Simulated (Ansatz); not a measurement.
Cost and result for the atomization energy of `C=CCC(=O)O` (12 atoms, 11 bonds).

Cartesian coordinates in Å:
```
C 1.9002 -1.0391 0.2116
C 0.6608 -0.8857 -0.2275
C -0.3734 -0.0682 0.4681
C -1.1132 0.8602 -0.4572
O -1.1441 0.7842 -1.6540
O -1.7857 1.8005 0.2287
H 2.2475 -0.5560 1.1198
H 2.6151 -1.6536 -0.3224
H 0.3439 -1.3673 -1.1476
H -1.1418 -0.7170 0.9109
H 0.0479 0.5069 1.2953
H -2.2572 2.3352 -0.4257
```

Charge 0, multiplicity 1. Geometry: relaxed with PBE0-D4/def2-TZVP. It is one conformer, not always the lowest. Program: Ansatz. All runs use 4 threads of a server CPU on a shared host. Times are those of one run each, without the atoms' runs, and a repeat can differ threefold. Electronic energies, without spin–orbit coupling; frozen cores. CCSD(T)/CBS adds CCSD(T) − MP2 in def2-TZVPP to the MP2 limit, and its time is that of the two runs behind it. T1 = 0.014. B3LYP takes the VWN-RPA correlation (the form of Gaussian; ORCA's B3LYP/G). HSE06 is the plane-wave form, built on full-range PBE exchange.

CCSD(T)/CBS is a level of theory with its own doubt, some kJ/mol a heavy atom from the limit and from the frozen cores, so smaller differences don't rank the functionals.

```csv
level,functions,wall time,atomization (kJ/mol),difference from CCSD(T)/CBS,per bond
LDA (SPW92)/def2-TZVPP,270,1.6 s,6061.5,862.1,78.4
revPBE-D4/def2-TZVPP,270,2.4 s,5233.5,34.1,3.1
BLYP-D4/def2-TZVPP,270,2.5 s,5227.5,28.1,2.6
PBE0-D4/def2-TZVPP,270,3.3 s,5246.2,46.8,4.3
BHLYP-D4/def2-TZVPP,270,3.6 s,5002.3,-197.1,-17.9
HSE06-D4/def2-TZVPP,270,3.9 s,5251.0,51.6,4.7
B3LYP-D4/def2-TZVPP (with forces),270,5.5 s,5203.5,4.1,0.4
B2PLYP/def2-TZVPP,270,6.5 s,5160.8,-38.6,-3.5
CCSD(T)/def2-SVP,114,7 s,4982.9,-216.5,-19.7
B97M-V/def2-TZVPP,270,8 s,5210.5,11.1,1.0
MP2/def2-QZVPP,522,27 s,5276.1,76.7,7.0
CCSD(T)/def2-TZVPP,270,2.8 min,5068.7,-130.7,-11.9
CCSD(T)/CBS(def2),–,3.2 min,5199.4,0.0,0.0
```

The D4 term adds +33.9 kJ/mol with B3LYP and +17.8 kJ/mol with PBE0; it sums over pairs of atoms, weighted by their polarisabilities, and B3LYP, whose exchange is more repulsive, gets the larger term. From r2SCAN to r2SCAN0 (25 % exact exchange), in def2-TZVPP and without D4, the atomization energy moves by −108.7 kJ/mol: exact exchange takes away binding that semilocal exchange gives to molecules. In def2-TZVPP, CCSD(T) changes the Hartree–Fock value by +1345.8 kJ/mol (the triples alone add +93.8 kJ/mol) and MP2 by +1476.4 kJ/mol; breaking electron pairs costs correlation energy, which Hartree–Fock lacks.
